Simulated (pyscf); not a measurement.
## Routes from `[NH2][Sn]([NH2])([NH2])[NH2]` + `[H]` [doublet]

Candidate steps break at most two bonds and form at most two. Each was searched with GFN2-xTB (tblite) first. Structures and frequencies: ωB97X-D3(BJ)/def2-SVP in PySCF. Energies: ωB97M-D3(BJ)/def2-TZVP, kcal/mol, from the separated reactants, doublet surface; ΔG‡ with ideal gas, 1 atm, RRHO with modes under 100 cm⁻¹ raised to 100, one conformer, R ln 2 for chiral ones without a mode under 150 cm⁻¹.

```
products                                   type   ΔE‡     ΔE  ΔG‡ 298 K  ΔG‡ 900 K  ν‡ (cm⁻¹)
-------------------------  --------------------  ----  -----  ---------  ---------  ---------
NH₃ + H₂N–Sn•(NH₂)–NH₂        substitution at N   5.3  -38.8       12.1       26.1      1365i
•HN–Sn(NH₂)(NH₂)–NH₂ + H₂  hydrogen abstraction  13.6   +6.8       18.2       32.3      1244i
```

Row 1: On the product side the descent ends in a complex (not fully relaxed), 6.3 kcal/mol under the separated species and 47.9 kcal/mol under the saddle at ωB97X-D3(BJ)/def2-TZVP. 

Plain bond fissions and candidates not yet searched are not listed, and one of them may be faster. Each barrier is that of the saddle found; lower ones may exist. Elements past Kr carry the def2 core potentials, without spin-orbit coupling.
